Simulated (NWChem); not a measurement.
Species: C3H7Cl; SMILES CCCCl

```xyz
11

C     -0.7830    -1.7617     0.1421
C      0.5216    -1.1621    -0.3553
C      0.8926     0.1548     0.2952
Cl    -0.2977     1.4502    -0.0601
H     -0.7440    -1.9647     1.2246
H     -1.0042    -2.7104    -0.3688
H     -1.6221    -1.0737    -0.0393
H      0.4834    -1.0182    -1.4480
H      1.3571    -1.8595    -0.1653
H      0.9385     0.0661     1.3907
H      1.8640     0.5207    -0.0642
```
Atoms are numbered in this order, from 1.

Program: NWChem. Geometry: optimised at PBE0/def2-SVP.

### Question
Predict the results for LDA (Slater exchange, VWN5)/def2-TZVPD. Quantities: highest occupied level (eV); orbital gap (eV); dipole (D).

### Answer
```json
{
  "highest occupied level (eV)": "-7.01",
  "orbital gap (eV)": "6.36",
  "dipole (D)": "2.07"
}
```
